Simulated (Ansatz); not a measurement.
Basis-set extrapolation for `COCCN` (PBE0-D4/def2-TZVP geometry, frozen core, Ansatz 0.2.0). Multiplicity 1, RHF reference.

```
                      def2-TZVPP   def2-QZVPP
                 HF  -248.228403  -248.240479
    MP2 correlation    -0.978886    -1.046550
CCSD(T) correlation    -1.061641      not run
```

Energies in hartree. Use E(X) = E(∞) + A·exp(−7.88·√X) for Hartree–Fock and E(X) = E(∞) + B·X^(−2.97) for correlation, with X = 3 and 4, and add CCSD(T) minus MP2 of the smaller set to the MP2 limit.

What is the CCSD(T) energy at the basis-set limit?

HF limit: -248.240479 + (-0.012076) × 0.13774 = -248.24214. MP2 limit: -1.046550 + (-0.067664) × 0.74074 = -1.09667. Higher-order term: -1.061641 − (-0.978886) = -0.08276. Total: -249.42157 hartree, 345.3 kJ/mol below CCSD(T)/def2-TZVPP.
